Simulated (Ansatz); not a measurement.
The input, for Ansatz 0.2.0:

```yaml
crystal:
  periodic: [false, false, false]
  atoms:
    - {symbol: Zn, position_ang: [0.000000, 0.000000, 0.000000]}
    - {symbol: C, position_ang: [0.000000, 0.000000, 1.888400]}
basis:
  gaussian: {orbitals: def2-SVP}
total_charge: 1
magnetization: {spin_polarized: false, initial_magnetization: 5}
correlation: {method: fic_nevpt4_sd, electrons: outside_noble_gas, active_space: {window: {electrons: 15, orbitals: 10}, shells: [{species: C, l: s, shell: 2}, {species: C, l: p, shell: 2}, {species: Zn, l: s, shell: 4}, {species: Zn, l: d, shell: 3}]}}
```

```sh
$ ansatz run in.yaml --threads 1 --pin off --events-out ev --progress --plain --max-ram 2393MiB
```

The program prints:

```
699 factors; integrals over basis functions are off by at most 1.8e-7 eV
mean field evaluation 1: about -49373.5732 eV, gradient 5.1e1 eV
mean field evaluation 2: about -49373.6985 eV, gradient 5.1e1 eV
mean field evaluation 4: about -49381.0771 eV, gradient 1.5e1 eV
mean field evaluation 8: about -49382.4282 eV, gradient 8.1e-1 eV
mean field evaluation 16: about -49382.4352 eV, gradient 9.2e-7 eV
mean field -49382.43518327 eV, -1814.7710203684 hartree, gradient 2.4e-6 eV, S^2 8.750000; 1 other end points of the search recorded, 0 dependent functions left out
reference -49382.43518327 eV, -1814.7710203684 hartree; 20, 15 occupied and 25, 30 virtual orbitals, 699 factors
state -49382.43809766 eV, -1814.7711274701 hartree
state -49382.43809766 eV, -1814.7711274701 hartree; corrected -49389.87173119 eV, -1815.0443084639 hartree
Total energy: -49389.87173119 eV, -1815.0443084639 hartree
Checks for a lower state left out: starts, orbital_swaps
```

Natural occupations: 2.0000 2.0000 2.0000 2.0000 2.0000 1.0000 1.0000 1.0000 1.0000 1.0000.

Ran on 1 thread of AMD EPYC, shared host: 11 s wall, 0.55 GiB peak host memory.
